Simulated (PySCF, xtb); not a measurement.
Relative energy of two isomers of B2H4Si

Structure a: `BB=[SiH2]`, a singlet. Structure b: `B[Si]B`, a triplet. Both are isolated molecules in the gas phase, relaxed with PBE0-D4/def2-SVP; the shapes shown needn't be the lowest conformers.

a (Å):

```xyz
7

B    -0.2768   -0.0472    2.3775
B    -0.5179   -0.3590    3.9221
Si    0.0026    0.3145    0.5833
H    -0.0536    0.3537    4.7856
H    -1.1716   -1.3166    4.2753
H     0.7988    1.4797    0.1169
H    -0.5525   -0.5392   -0.4995
```

b (Å):

```yaml
atoms:
  - { symbol: B, position_ang: [-0.9231, -0.6023, 3.9070] }
  - { symbol: B, position_ang: [0.4300, 0.5659, 0.5177] }
  - { symbol: Si, position_ang: [-0.2475, -0.0180, 2.2120] }
  - { symbol: H, position_ang: [-1.4874, 0.1934, 4.6177] }
  - { symbol: H, position_ang: [-0.7717, -1.7549, 4.2313] }
  - { symbol: H, position_ang: [-0.2834, 0.4961, -0.4533] }
  - { symbol: H, position_ang: [1.5573, 0.9923, 0.4540] }
```

Task: Estimate which is lower in electronic energy at PBE0-D4/def2-SVP, and by roughly how much.

Result: The PBE0-D4/def2-SVP calculation puts structure a lower, by 0.146 eV.

How the difference moves with the method:

```tsv
level	geometry	E(b) − E(a) (eV)	departure from the last row (eV)	job, with rough time for the two
HF/STO-3G	GFN2-xTB	−0.713	−0.858	single point, 1.5 s
r2SCAN-D4/def2-SVP	GFN2-xTB	+0.099	−0.047	single point, 91 s
PBE0-D4/def2-SVP	PBE0-D4/def2-SVP	+0.146		optimisation, 49 s
```

As drawn, b has 2 B–Si, 2 B–H in place of 1 B–B, 1 B=Si, 2 Si–H.

HF/STO-3G puts the two in the other order. The largest departure from PBE0-D4/def2-SVP is that of HF/STO-3G, 0.858 eV. No coupled-cluster energies are at hand for both structures. No reliable frequencies are at hand for b, so it isn't confirmed as a minimum. At PBE0-D4/def2-SVP a singlet with the links of b lies below this triplet.

Open shells are spin-unrestricted. Programs: PySCF 2.14.0, xtb 6.7.1; the last row on 2 threads of Arm Neoverse V1 on a shared host.
